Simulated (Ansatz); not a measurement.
Compare A (`C1=CNC1`) with its isomer B (`CN1C=C1`).

Calculated with Ansatz (gas phase, PBE0-D4/def2-TZVP geometries, no zero-point term in ΔE). CCSD(T)/CBS is the MP2 limit (def2-TZVPP, def2-QZVPP) plus CCSD(T) − MP2 in def2-TZVPP, frozen cores. DFT in def2-TZVPP. B3LYP here is the variant with VWN-RPA as its local correlation; programs differ in this.

Which isomer does CCSD(T)/CBS put lower? Give the gap. (Estimate.)

The calculation gave: A, by 182.2 kJ/mol.

Give E(B) − E(A) in kJ/mol with LDA (SPW92), B3LYP-D4, PBE0-D4, B3LYP, CCSD(T)/def2-TZVPP, B2PLYP, ωB97M-V. (Best estimate.)

The calculation gave: LDA (SPW92) 200.5, B3LYP-D4 182.4, PBE0-D4 192.2, B3LYP 181.7, CCSD(T)/def2-TZVPP 182.6, B2PLYP 182.6, ωB97M-V 185.5. None reverses the order clearly.

Does the order hold for the free energy at 298.15 K (harmonic terms from PBE0-D4)? (An estimate is asked.)

The calculation gave: Yes: G(B) − G(A) = +168.9 kJ/mol.

Largest T1 diagnostic: 0.012.

From r2SCAN to r2SCAN0 (25 % exact exchange), in def2-TZVPP and without D4, E(B) − E(A) moves by +5.7 kJ/mol. In def2-TZVPP, CCSD(T) changes the Hartree–Fock value by −9.4 kJ/mol (the triples alone add −2.4 kJ/mol) and MP2 by −8.4 kJ/mol.
